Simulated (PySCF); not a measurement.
hydroxide (HO), SMILES [OH-], charge -1.

Geometry: PBE0-D3(BJ)/def2-TZVPD.

Computed with PBE/def2-TZVPD in PySCF.

Isolated molecule, no solvent. A positive occupied level means that this level leaves the electron formally unbound; only the finite basis holds it.

Computed frontier levels, gap, dipole moment and polarisability:
```yaml
highest_occupied_level: 2.11 eV
lowest_empty_level: 5.21 eV
orbital_gap: 3.10 eV
dipole_moment_about_the_centre_of_nuclear_charge: 1.33 D
mean_static_polarisability: 26.9 bohr³ (3.99 Å³)
polarisability_principal_values: 22.3, 29.2, 29.2 bohr³
```
